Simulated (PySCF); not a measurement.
## Sulfur: a sound run and one with changed settings

Sound run: S [Ne] 3s2 3p4, S⁺ [Ne] 3s2 3p3. All numbers are calculated (PySCF 2.14, no relativity, point nucleus, in def2-TZVP). The sound run starts from symmetry-adapted Hartree-Fock orbitals and uses a fine grid where one is needed.

A second run was set up differently.

```tsv
species	method	sound run (hartree)	changed run (hartree)	converged
S	UHF	-397.50196	-397.50196	yes
S	PBE	-397.93833	-399.91304	yes
S	M06-2X	-398.09411	-398.23722	yes
S⁺	UHF	-397.16268	-397.16268	yes
S⁺	PBE	-397.55541	-398.94079	yes
S⁺	M06-2X	-397.71216	-397.79328	yes
```

Ionisation energy of S:

| method | sound run (eV) | changed run (eV) |
| --- | --- | --- |
| UHF | 9.232 | 9.232 |
| M06-2X | 10.393 | 12.080 |

Task: What was changed?
A. all electrons correlated in a valence basis
B. minimal basis
C. level shift left on
D. angular grid far too coarse

Result: D. It used 6 angular points. A coarse angular grid integrates products of high-l functions wrongly, so density functionals can shift, and the SCF can exploit the error; Hartree-Fock and MP2 need no grid.
